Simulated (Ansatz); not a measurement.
## How far each method lies from full CI for H$_{2}$Al–Al, triplet

Geometry: a point of a stretch scan, not a stationary point.

```xyz
4

Al    0.0000   -0.0059   -1.1980
Al    0.0000   -0.0059    1.3471
H     0.0000    1.7378   -2.0776
H     0.0000   -1.4243   -1.9135
```

Basis 6-31G; Ansatz 0.2.0. Correlated methods freeze the noble-gas cores, which leaves 8 electrons in 20 orbitals. Prefix R: restricted or restricted open-shell reference; prefix U: unrestricted. Active spaces: valence = (8e, 10o) chosen from the atoms' valence shells; pair = (4e, 4o) about the gap.

Full CI is exact within this basis and frozen core; it isn't the basis-set limit. The frozen core follows each run's orbitals, which can shift R against U totals by a few meV.

For open shells CISD is restricted-active-space CI with the open shells as a complete middle space.

* UHF ⟨S²⟩: 2.010
* T1 diagnostic (RCCSD): 0.0465
* largest doubles amplitude (RCCSD): 0.084
* T1 diagnostic (UCCSD): 0.0386

```tsv
level	E − E(RHF) (eV)
UHF	-0.0433
RMP2	-1.5430
UMP2	-1.5537
RCCSD	-2.3332
UCCSD	-2.3361
RCCSD(T)	-2.3929
UCCSD(T)	-2.3936
```

(1) Estimate how far full CI in 6-31G lies from RCCSD(T). The table doesn't fix it; the size of (T) and the diagnostics are the guide.

(1) Full CI in 6-31G lies 0.83 kcal/mol below RCCSD(T), which is 60 % of the (T) step (-1.38 kcal/mol). T1 is raised, and the rest is a large part of (T).

The other levels:

| level | E − E(full CI) (kcal/mol) | share of correlation (%) | wall time |
| --- | --- | --- | --- |
| CISD | 5.37 | 90.41 | 0.45 s |
| BCCD(T) | 0.73 | 98.70 | 1.2 s |
| RCCSDT | 0.12 | 99.79 | – |
| UCCSDT | 0.11 | 99.80 | – |
| RCCSDT(Q) | 0.04 | 99.94 | 2.8 s |
| UCCSDT(Q) | 0.03 | 99.94 | 2.8 s |
| CASSCF (pair space) | 42.94 | 23.34 | – |
| NEVPT2 (pair space) | 15.92 | 71.57 | 0.6 s |
| MRCISD (pair space) | 3.92 | 93.00 | – |
| MRCISD+Q (pair space) | 0.36 | 99.36 | 0.84 s |
| CASSCF (valence space) | 12.54 | 77.61 | – |
| NEVPT2 (valence space) | 3.88 | 93.07 | 2.9 s |
| MRCISD (valence space) | 0.44 | 99.21 | – |
| MRCISD+Q (valence space) | 0.19 | 99.66 | 5 s |

The correlation energy at full CI, counted from RHF, is -2.429 eV. That run took 56 s on 1 thread of Intel Xeon 6975P-C, shared host over 11,708,928 determinants.

Times hold each run's SCF and search for its determinant on a shared host, so for small cases they say little of a method's own cost; they ran on 1 thread of Intel Xeon 6975P-C.

The full-CI state has the irrep A'' of Cs, in the program's axes.

Natural occupations of full CI about the gap: 1.963 1.937 1.914 0.998 0.978 0.065 0.039 0.036 0.023 0.020; effectively unpaired electrons, Σ n²(2−n)², 2.08.
